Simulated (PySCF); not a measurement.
An unknown is described by computed data only.

Elements present: H, O and P. Monoisotopic mass: 97.9769 u.

| Property | Result |
| --- | --- |
| Polarisability | 37.9 au [CAM-B3LYP/def2-SVPD] |
| Triplet | lowest triplet excitation (Tamm–Dancoff): 7.36 eV [TDA CAM-B3LYP/def2-SVPD] |
| XPS | P2p3/2 140.6, O1s 537.4, O1s 540.1 (×3), P1s 2154.9 eV [ΔSCF SCAN, pcX-2 on the ionised atom, pcseg-1 elsewhere, spin-free X2C, 2p3/2 from a spin–orbit splitting computed afterwards within the 2p shell] |
| Rotational structure | rotational constants A, B, C: 4.473, 4.419, 4.408 GHz [PBE0-D3(BJ)/def2-SVP] |
| Dipole | 0.36 D [CAM-B3LYP/def2-SVPD] |
| UV, first state | lowest singlet excitation: 7.63 eV (162 nm, f = 0.029) [TDDFT CAM-B3LYP/def2-SVPD] |
| Valence photoelectron | vertical ionisation energy: 11.64 eV [ΔSCF CAM-B3LYP/def2-SVPD] |

The electronic properties come from PySCF, for the isolated species, density fitting. Levels stand in brackets. One conformer (not necessarily the lowest) at the PBE0-D3(BJ)/def2-SVP geometry, without solvent, vibrations or thermal averaging.

Question: Which formula fits the mass and the elements?

Answer: H3O4P (calculated 97.9769). No other formula that holds each of these elements comes within 0.0003 u with a fitting electron parity and a possible valence count.

Question: What is the compound? Reason from the data.

Answer: Numbering: `[O:1]=[P:2]([OH:3])([OH:4])[OH:5]`. The core levels belong to: P2p3/2 140.6 eV, phosphoryl phosphorus [P2]; O1s 537.4 eV, phosphoryl oxygen [O1]; O1s 540.1 eV, hydroxyl oxygen [O3/O4/O5]; P1s 2154.9 eV, phosphoryl phosphorus [P2]. By its constants the optimised geometry is a nearly spherical top. Structure: `O=P(O)(O)O`. The assignments are read from this structure; whether some other isomer fits the data as well wasn't checked.

The values belong to the conformer `[O:1]=[P:2]([OH:3])([OH:4])[OH:5]`: H–O3–P2–O1 35°, H–O4–P2–O1 36°, H–O5–P2–O1 32°.
